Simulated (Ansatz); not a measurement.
Method: DFT, RPBE, plane waves (420 eV) with PAW, scalar-relativistic (Ansatz). The PAW files were generated under PBE, with cores re-solved for the functional.

An element in the bcc structure gives this curve. The cell is scaled uniformly from the relaxed one, with fractional coordinates and shape fixed. Energies are extrapolated to zero smearing, pressures are those at the given smearing. Magnetic state: spin not included.

```tsv
V (Å³/atom)	E − E₀ (meV/atom)	P (GPa)
14.385	264.4	48.47
15.038	108.1	28.78
15.692	24.5	12.77
16.346	-0.1	-0.22
17.000	23.3	-10.77
17.654	85.5	-19.31
18.308	179.1	-26.20
```

Question: Which element is it?
A. iridium
B. osmium
C. rhenium
D. tungsten

Answer: D. Its fit is V₀ = 16.33 Å³/atom, B₀ = 293 GPa, B₀′ = 4.2.
